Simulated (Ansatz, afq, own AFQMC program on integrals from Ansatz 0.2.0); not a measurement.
## The Si2–F1 bond of SiI₃F, singlet, worked out

```xyz
5

F    -0.6920   -0.0239    1.5679
Si   -0.0351   -0.0153    0.0930
I     1.7306   -1.6760    0.0782
I    -1.7906   -0.5709   -1.4834
I     0.8370    2.2125   -0.2971
```

The molecule and both fragments are relaxed with PBE0/def2-SVP; the fragments keep their bonds.

Basis def2-SVP with its core potentials. Only valence electrons are correlated. Ansatz 0.2.0 and our own AFQMC program on the same integrals; the CISD trial comes from CCSD amplitudes, and released means the phaseless constraint is let go. ± is one standard error of the sampling. No spin–orbit coupling.

Total energies in eV. CBS is CCSD(T) at the limit of def2-TZVPP/QZVPP (extrapolated itself); the highest rung of each member is named.

Cautions: inner d shell frozen; no spin-orbit coupling; SiI₃F (singlet): the released value is read at 0.90 1/Eh with a noise of 11 meV, more than in the cases checked (meV from the phaseless value at times in 1/Eh: -2 ± 7 at 0.21, -1 ± 8 at 0.42, -5 ± 11 at 0.63, 5 ± 11 at 0.90); SiI₃ (doublet): the released value is read at 0.90 1/Eh (meV from the phaseless value at times in 1/Eh: -4 ± 9 at 0.21, -3 ± 7 at 0.42, -6 ± 6 at 0.63, 5 ± 7 at 0.90).

```tsv
member	count	CCSD(T)/def2-SVP	highest rung in def2-SVP	which	CCSD(T)/CBS
SiI₃, doublet	+1	-32090.1841	-32090.2305 ± 0.0068	released AFQMC	-32102.1225
F (doublet)	+1	-2705.7565	-2705.7621	FCI	-2712.1062
SiI₃F, singlet	-1	-34801.6029	-34801.6640 ± 0.0111	released AFQMC	-34820.5622
```

Work out the best estimate of the bond energy: the CCSD(T)/CBS difference plus the step from CCSD(T) to the highest rung.

Sums with the counts: CCSD(T)/CBS 6.3335 eV, highest rung 5.6714 eV, CCSD(T)/def2-SVP 5.6623 eV. The step is 5.6714 − 5.6623 = 0.0091 eV, so the best estimate is 6.3335 + (0.0091) = 6.3426 eV = 146.3 kcal/mol, with sampling noise 0.013 eV. The step is under twice that noise, so its sign is open. The basis set is worth 0.671 eV of it. Zero-point, core-correlation and spin–orbit terms aren't in it. Past Ne the Hartree–Fock part of each CBS total tends to overshoot, since the cores don't follow the formula; that largely cancels in the difference.

Best estimates are given only where the step beyond CCSD(T) is under 0.3 eV and no member's determinant is very poor (T1 over 0.05, or 0.07 for open shells, ⟨S²⟩ too high by 0.3, two states mixed), so the hardest cases are missing from such tables.

Each member of a difference takes its own highest rung, so a best estimate needn't equal the limit plus the step of one row. Released energies are given only where the last usable release times agree within the noise; a slower fall can still hide under it. The exponents were fitted on light atoms, and def2 sets of heavy atoms don't grow evenly, so the limit is rough here.
